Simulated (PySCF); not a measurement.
Isomers of C5H12O, from PBE0-D3(BJ)/def2-TZVP geometry optimisation, gas phase in PySCF. One conformer each, no zero-point energy, no frequencies.

Question: Which is lowest in electronic energy at this level?
A. `[CH3:1][CH2:2][C@H:3]([CH3:4])[O:5][CH3:6]` with C1–C2–C3–C4 -175°, C2–C3–O5–C6 -162°: A = 4667, B = 2634, C = 1844 MHz, dipole 1.11 D
B. `[CH3:1][CH2:2][CH2:3][O:4][CH2:5][CH3:6]` with C1–C2–C3–O4 180°, C2–C3–O4–C5 179°, C3–O4–C5–C6 180° (ethyl propyl ether): A = 15982, B = 1280, C = 1231 MHz, dipole 0.94 D
C. `[CH3:1][CH2:2][CH:3]([OH:4])[CH2:5][CH3:6]` with C1–C2–C3–O4 -59°, C2–C3–O4–H -63°, C2–C3–C5–C6 -176°: A = 7318, B = 1911, C = 1667 MHz, dipole 1.57 D
D. `COC(C)(C)C`: A = 4437, B = 2763, C = 2760 MHz, dipole 1.19 D

Answer: C. That is `CCC(O)CC`, 8.3 kcal/mol below the next.

| SMILES | mapped SMILES | E (Eh) | relative (kcal/mol) | relative (kJ/mol) | dipole (D) |
| --- | --- | --- | --- | --- | --- |
| CCC(O)CC | [CH3:1][CH2:2][CH:3]([OH:4])[CH2:5][CH3:6] | -272.77177 | 0.0 | 0.0 | 1.57 |
| COC(C)(C)C | [CH3:1][O:2][C:3]([CH3:4])([CH3:5])[CH3:6] | -272.75855 | 8.3 | 34.7 | 1.19 |
| CCCOCC | [CH3:1][CH2:2][CH2:3][O:4][CH2:5][CH3:6] | -272.75798 | 8.7 | 36.2 | 0.94 |
| CC[C@H](C)OC | [CH3:1][CH2:2][C@H:3]([CH3:4])[O:5][CH3:6] | -272.75686 | 9.4 | 39.1 | 1.11 |

As drawn, the lowest has an O–H bond, which the highest lacks.
